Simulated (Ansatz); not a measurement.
# S₂O+ (doublet): energies up the ladder, part 1 of 2

Wanted for S₂O+ (doublet): energies up the ladder. Charge +1. Spin multiplicity 2.

Program: Ansatz 0.2.0. Level of theory: the levels named in each step. These are calculated values, not measurements.

**1. The starting structure**

Bond lengths: O1–S2 1.448 Å, S2–S3 1.909 Å. Angles: O1–S2–S3 114.5°.

Coordinates:

```xyz
3

O    -1.5815    0.4006   -0.0036
S    -0.4630   -0.5190   -0.0038
S     1.2522    0.3191    0.0056
```

**2. A rough first relaxation, PBE-D4/def2-SVP**

Contents of input.yaml:

```yaml
crystal:
  periodic: [false, false, false]
  atoms:
    - { symbol: O, position_ang: [-1.58152, 0.40062, -0.00357] }
    - { symbol: S, position_ang: [-0.46302, -0.51896, -0.00378] }
    - { symbol: S, position_ang: [1.25215, 0.31907, 0.00556] }
magnetization:
  spin_polarized: true
  initial_magnetization: 1
total_charge: 1
basis:
  gaussian: { orbitals: def2-SVP }
hamiltonian:
  xc: pbe
  dispersion: d4
relax:
  f_tol: 0.03
  max_steps: 200
```

On the command line:

```sh
$ ansatz run input.yaml --threads 2 --pin off --max-ram 5120MiB --backend cpu --events-out ev --progress --plain --runs-dir out
```

The program printed (excerpt; [...] marks lines left out):

```text
Warning: RAYON_NUM_THREADS=2 ignored (pool sized by the plan → 2); use --threads N
[...]
Functional definition: PBE
[...]
553 factors; their error is unknown
[...]
mean field -23686.66563945 eV, -870.4689068512 hartree, gradient 3.0e-5 eV, S^2 0.757833; 9 other end points of the search recorded, 0 dependent functions left out
[...]
reference -23686.66565445 eV, -870.4689074022 hartree; 20, 19 occupied and 30, 31 virtual orbitals, 553 factors
relax step   1: F+E_penalty+E_count = -23686.72841537 eV  Δ(F+E_penalty+E_count) = +0.000e0 eV  max|allowed force component| = 2.365e0 eV/Å  Δτ_max = 0.0000 Å  (211 SCF iters, accepted)
[...]
relax step   6: F+E_penalty+E_count = -23686.90611611 eV  Δ(F+E_penalty+E_count) = -1.407e-3 eV  max|allowed force component| = 1.532e-1 eV/Å  Δτ_max = 0.0352 Å  (43 SCF iters, accepted)
[...]
relax step   7: F+E_penalty+E_count = -23686.90649127 eV  Δ(F+E_penalty+E_count) = -3.752e-4 eV  max|allowed force component| = 2.183e-2 eV/Å  Δτ_max = 0.0040 Å  (32 SCF iters, accepted)
553 factors; their error is unknown
[...]
mean field -23686.84461043 eV, -870.4754839135 hartree, gradient 3.1e-5 eV, S^2 0.767294; 9 other end points of the search recorded, 0 dependent functions left out
[...]
reference -23686.84462570 eV, -870.4754844744 hartree; 20, 19 occupied and 30, 31 virtual orbitals, 553 factors
Total energy: -23686.90650653 eV, -870.4777585532 hartree
Atom 0 at    -1.634334     0.404443    -0.003730 Å, force     0.013612    -0.016243    -0.000024 eV/Å
Atom 1 at    -0.502221    -0.541507    -0.004008 Å, force    -0.021830     0.015312    -0.000007 eV/Å
Atom 2 at     1.344165     0.337794     0.005948 Å, force     0.008219     0.000931     0.000031 eV/Å
Dipole moment:     0.397257    -0.208204     0.000434 e Å
```

Run time: 21 s. Hardware: 2 threads of Intel Xeon Platinum 8259CL at 2.50GHz (Skylake/Cascade Lake), shared host; peak memory 0.14 GiB.

Step by step:

```
step  energy from step 1 (eV)  largest force component (eV/Å)
   1                   0.0000                          2.3650
   2                  -0.1646                          0.6063
   3                  -0.1751                          0.1293
   4                  -0.1758                          0.0876
   5                  -0.1763                          0.1165
   6                  -0.1777                          0.1532
   7                  -0.1781                          0.0218
```

Step 1 is the start.

Before: Bond lengths: O1–S2 1.448 Å, S2–S3 1.909 Å. Angles: O1–S2–S3 114.5°.

After: Bond lengths: O1–S2 1.475 Å, S2–S3 2.045 Å. Angles: O1–S2–S3 114.7°.

**3. Relaxation, PBE0-D4/def2-TZVPP**

Contents of input.yaml:

```yaml
crystal:
  periodic: [false, false, false]
  atoms:
    - { symbol: O, position_ang: [-1.63433406, 0.40444277, -0.00373027] }
    - { symbol: S, position_ang: [-0.50222116, -0.54150676, -0.00400805] }
    - { symbol: S, position_ang: [1.34416522, 0.337794, 0.00594832] }
magnetization:
  spin_polarized: true
  initial_magnetization: 1
total_charge: 1
basis:
  gaussian: { orbitals: def2-TZVPP }
hamiltonian:
  xc: pbe0
  dispersion: d4
relax:
  f_tol: 0.002
  max_steps: 150
```

On the command line:

```sh
$ ansatz run input.yaml --threads 2 --pin off --max-ram 5120MiB --backend cpu --events-out ev --progress --plain --runs-dir out
```

The program printed (excerpt; [...] marks lines left out):

```text
Warning: RAYON_NUM_THREADS=2 ignored (pool sized by the plan → 2); use --threads N
[...]
Functional definition: PBE0
[...]
781 factors; their error is unknown
[...]
mean field -23698.45002401 eV, -870.9019749959 hartree, gradient 4.2e-5 eV, S^2 0.807674; 4 other end points of the search recorded, 0 dependent functions left out
[...]
reference -23698.45004349 eV, -870.9019757119 hartree; 20, 19 occupied and 95, 96 virtual orbitals, 781 factors
relax step   1: F+E_penalty+E_count = -23698.50149858 eV  Δ(F+E_penalty+E_count) = +0.000e0 eV  max|allowed force component| = 2.295e0 eV/Å  Δτ_max = 0.0000 Å  (96 SCF iters, accepted)
[...]
relax step   6: F+E_penalty+E_count = -23698.62024001 eV  Δ(F+E_penalty+E_count) = -1.297e-5 eV  max|allowed force component| = 2.209e-3 eV/Å  Δτ_max = 0.0007 Å  (43 SCF iters, accepted)
[...]
relax step   7: F+E_penalty+E_count = -23698.62024009 eV  Δ(F+E_penalty+E_count) = -8.597e-8 eV  max|allowed force component| = 7.036e-5 eV/Å  Δτ_max = 0.0001 Å  (34 SCF iters, accepted)
781 factors; their error is unknown
[...]
mean field -23698.56827227 eV, -870.9063205393 hartree, gradient 1.7e-5 eV, S^2 0.774726; 5 other end points of the search recorded, 0 dependent functions left out
[...]
reference -23698.56829151 eV, -870.9063212466 hartree; 20, 19 occupied and 95, 96 virtual orbitals, 781 factors
Total energy: -23698.62025934 eV, -870.9082310291 hartree
Atom 0 at    -1.580992     0.398651    -0.003577 Å, force    -0.000035     0.000035     0.000000 eV/Å
Atom 1 at    -0.492831    -0.529342    -0.003924 Å, force     0.000070    -0.000022     0.000000 eV/Å
Atom 2 at     1.281433     0.331421     0.005711 Å, force    -0.000036    -0.000013    -0.000000 eV/Å
Dipole moment:     0.462753    -0.204610     0.000669 e Å
```

Wall time 43 s (2 threads of Intel Xeon Platinum 8259CL at 2.50GHz (Skylake/Cascade Lake), shared host); peak memory 0.26 GiB.

The steps of the relaxation:

| step | energy from step 1 (eV) | largest force component (eV/Å) |
| --- | --- | --- |
| 1 | 0.0000 | 2.2954 |
| 2 | -0.1008 | 1.0330 |
| 3 | -0.1170 | 0.2286 |
| 4 | -0.1183 | 0.0933 |
| 5 | -0.1187 | 0.0304 |
| 6 | -0.1187 | 0.0022 |
| 7 | -0.1187 | 0.0001 |

Step 1 is the start.

Before: Bond lengths: O1–S2 1.475 Å, S2–S3 2.045 Å. Angles: O1–S2–S3 114.7°.

After: Bond lengths: O1–S2 1.430 Å, S2–S3 1.972 Å. Angles: O1–S2–S3 113.7°.

**4. Frequencies, PBE0-D4/def2-TZVPP**

Contents of input.yaml:

```yaml
crystal:
  periodic: [false, false, false]
  atoms:
    - { symbol: O, position_ang: [-1.58099219, 0.39865108, -0.0035767] }
    - { symbol: S, position_ang: [-0.49283089, -0.52934194, -0.00392435] }
    - { symbol: S, position_ang: [1.28143308, 0.33142086, 0.00571105] }
magnetization:
  spin_polarized: true
  initial_magnetization: 1
total_charge: 1
basis:
  gaussian: { orbitals: def2-TZVPP }
hamiltonian:
  xc: pbe0
  dispersion: d4
phonons: {}
```

On the command line:

```sh
$ ansatz run input.yaml --threads 2 --pin off --max-ram 5120MiB --backend cpu --events-out ev --progress --plain --runs-dir out
```

The program printed (excerpt; [...] marks lines left out):

```text
Warning: RAYON_NUM_THREADS=2 ignored (pool sized by the plan → 2); use --threads N
[...]
[... 1 set-up line as earlier in the session ...]
[...]
781 factors; their error is unknown
[...]
mean field -23698.56827241 eV, -870.9063205445 hartree, gradient 7.4e-6 eV, S^2 0.774725; 4 other end points of the search recorded, 0 dependent functions left out
[...]
reference -23698.56829166 eV, -870.9063212520 hartree; 20, 19 occupied and 95, 96 virtual orbitals, 781 factors
[...]
781 factors; their error is unknown
mean field -23698.56818780 eV, -870.9063174351 hartree, gradient 2.5e-6 eV, S^2 0.775001; 0 other end points of the search recorded, 0 dependent functions left out
[...]
reference -23698.56820705 eV, -870.9063181426 hartree; 20, 19 occupied and 95, 96 virtual orbitals, 781 factors
[...]
781 factors; their error is unknown
[...]
781 factors; their error is unknown
mean field -23698.56825421 eV, -870.9063198757 hartree, gradient 1.8e-6 eV, S^2 0.774945; 0 other end points of the search recorded, 0 dependent functions left out
[...]
reference -23698.56827346 eV, -870.9063205833 hartree; 20, 19 occupied and 95, 96 virtual orbitals, 781 factors
[...]
781 factors; their error is unknown
mean field -23698.56824116 eV, -870.9063193963 hartree, gradient 1.9e-6 eV, S^2 0.774509; 0 other end points of the search recorded, 0 dependent functions left out
[...]
reference -23698.56826041 eV, -870.9063201036 hartree; 20, 19 occupied and 95, 96 virtual orbitals, 781 factors
Total energy: -23698.62025949 eV, -870.9082310344 hartree
Atom 0 at    -1.580992     0.398651    -0.003577 Å, force    -0.000030     0.000030     0.000000 eV/Å
Atom 1 at    -0.492831    -0.529342    -0.003924 Å, force     0.000053    -0.000022     0.000000 eV/Å
Atom 2 at     1.281433     0.331421     0.005711 Å, force    -0.000023    -0.000008    -0.000000 eV/Å
Dipole moment:     0.462753    -0.204610     0.000669 e Å
Vibrations: 247.13 536.36 1297.36 cm⁻¹, zero-point energy 0.128997 eV
```

Run time: 56 s. Hardware: 2 threads of Intel Xeon Platinum 8259CL at 2.50GHz (Skylake/Cascade Lake), shared host; peak memory 0.26 GiB.

Harmonic frequencies (cm⁻¹; negative: imaginary): 247, 536, 1297.

**5. Single point, PBE-D4/def2-TZVPP**

Edit input.yaml of step 4 so:

```diff
@@ -13,4 +13,3 @@
 hamiltonian:
-  xc: pbe0
+  xc: pbe
   dispersion: d4
-phonons: {}
```

On the command line:

```sh
$ ansatz run input.yaml --threads 2 --pin off --max-ram 5120MiB --backend cpu --events-out ev --progress --plain --runs-dir out
```

The program printed:

```text
Warning: RAYON_NUM_THREADS=2 ignored (pool sized by the plan → 2); use --threads N
Engine: ansatz 0.2.0, x86_64-unknown-linux-gnu
[... 1 set-up line as earlier in the session ...]
  parameter kappa = 0.804
  parameter beta = 0.06672455060314922
  exchange = pbe_x(kappa = kappa, mu = beta*pi^2/3)
  correlation = pbe_c(beta = beta)
719 factors; their error is unknown
mean field evaluation 1: about -23676.2085 eV, gradient 7.4e1 eV
mean field evaluation 2: about -23395.0170 eV, gradient 1.8e2 eV
mean field evaluation 4: about -23696.2391 eV, gradient 1.6e1 eV
mean field evaluation 8: about -23697.5167 eV, gradient 1.9e-1 eV
mean field evaluation 16: about -23697.5085 eV, gradient 4.0e-4 eV
mean field evaluation 32: about -23697.5072 eV, gradient 1.5e-1 eV
mean field evaluation 64: about -23697.4853 eV, gradient 1.9e0 eV
mean field -23697.50848402 eV, -870.8673740396 hartree, gradient 3.7e-5 eV, S^2 0.760186; 9 other end points of the search recorded, 0 dependent functions left out
reference -23697.50850977 eV, -870.8673749859 hartree; 20, 19 occupied and 95, 96 virtual orbitals, 719 factors
Total energy: -23697.57112941 eV, -870.8696762152 hartree
```

Wall time 14 s (2 threads of Intel Xeon Platinum 8259CL at 2.50GHz (Skylake/Cascade Lake), shared host); peak memory 0.21 GiB.

**6. Single point, r2SCAN-D4/def2-TZVPP**

Edit input.yaml of step 5 so:

```diff
@@ -13,3 +13,3 @@
 hamiltonian:
-  xc: pbe
+  xc: r2scan
   dispersion: d4
```

On the command line:

```sh
$ ansatz run input.yaml --threads 2 --pin off --max-ram 5120MiB --backend cpu --events-out ev --progress --plain --runs-dir out
```

The program printed:

```text
Warning: RAYON_NUM_THREADS=2 ignored (pool sized by the plan → 2); use --threads N
[... 1 set-up line as earlier in the session ...]
Functional definition: r2SCAN
  parameter k0 = 0.174
  parameter k1 = 0.065
  parameter a1 = 4.9479
  exchange = r2scan_x(k0 = k0, k1 = k1, a1 = a1)
  correlation = r2scan_c
719 factors; their error is unknown
mean field evaluation 1: about -23687.3971 eV, gradient 6.9e1 eV
mean field evaluation 2: about -23439.0644 eV, gradient 1.8e2 eV
mean field evaluation 4: about -23705.5514 eV, gradient 1.1e1 eV
mean field evaluation 8: about -23706.0601 eV, gradient 1.8e-1 eV
mean field evaluation 16: about -23706.0498 eV, gradient 7.7e-3 eV
mean field evaluation 32: about -23705.9397 eV, gradient 1.8e0 eV
mean field evaluation 64: about -23704.8690 eV, gradient 7.1e0 eV
mean field -23706.04977196 eV, -871.1812605819 hartree, gradient 4.9e-5 eV, S^2 0.770831; 9 other end points of the search recorded, 0 dependent functions left out
reference -23706.04978022 eV, -871.1812608854 hartree; 20, 19 occupied and 95, 96 virtual orbitals, 719 factors
Total energy: -23706.06268515 eV, -871.1817351327 hartree
```

Run time: 25 s. Hardware: 2 threads of Intel Xeon Platinum 8259CL at 2.50GHz (Skylake/Cascade Lake), shared host; peak memory 0.25 GiB.

(Continued in part 2 of 2.)
